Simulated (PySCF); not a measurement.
Process, species as SMILES: S (H2S) + H+ → [SH3+]
B3LYP-D3(BJ)/def2-TZVP geometries, fixed; electronic energies without zero-point terms; positive where energy is released.
Largest species:
```
S
H 1 1.3577
H 1 1.3577 2 94.35
H 1 1.3577 2 94.35 3 -94.71
```
Charge +1, spin multiplicity 1.

How fast the proton affinity converges with the basis for several methods (PySCF): deviation from each method's own reference, in kcal/mol. References: B3LYP 175.23 kcal/mol, the value in aug-pcseg-3; HF 176.85 kcal/mol, the value in aug-pcseg-3; PBE 175.06 kcal/mol, the value in aug-pcseg-3. All functions are spherical. Density fitting with generated auxiliary sets. No added dispersion term, no relativity. 

```json
[
 {"basis": "6-31G**", "functions": "33", "B3LYP": "[?]", "HF": "-3.28", "PBE": "-0.31"},
 {"basis": "cc-pV(D+d)Z", "functions": "38", "B3LYP": "[?]", "HF": "-0.67", "PBE": "1.05"},
 {"basis": "6-311+G**", "functions": "48", "B3LYP": "[?]", "HF": "-1.77", "PBE": "-0.99"},
 {"basis": "6-311++G(2d,2p)", "functions": "65", "B3LYP": "[?]", "HF": "-0.74", "PBE": "-0.27"},
 {"basis": "pcseg-2", "functions": "76", "B3LYP": "[?]", "HF": "-0.48", "PBE": "-0.11"},
 {"basis": "def2-TZVPPD", "functions": "102", "B3LYP": "[?]", "HF": "-0.25", "PBE": "-0.20"},
 {"basis": "pcseg-3", "functions": "163", "B3LYP": "[?]", "HF": "0.02", "PBE": "0.05"},
 {"basis": "aug-pcseg-3", "functions": "236", "B3LYP": "[?]", "HF": "0.00", "PBE": "0.00"}
]
```

**Question.** Some entries are withheld; supply them.

**Answer.** 
- 6-31G**, B3LYP: -0.59
- cc-pV(D+d)Z, B3LYP: 0.85
- 6-311+G**, B3LYP: -1.18
- 6-311++G(2d,2p), B3LYP: -0.40
- pcseg-2, B3LYP: -0.20
- def2-TZVPPD, B3LYP: -0.18
- pcseg-3, B3LYP: 0.03
- aug-pcseg-3, B3LYP: 0.00

Mean absolute deviation over 6-311+G**, 6-311++G(2d,2p), pcseg-2, def2-TZVPPD: PBE 0.39, B3LYP 0.49, HF 0.81 kcal/mol.
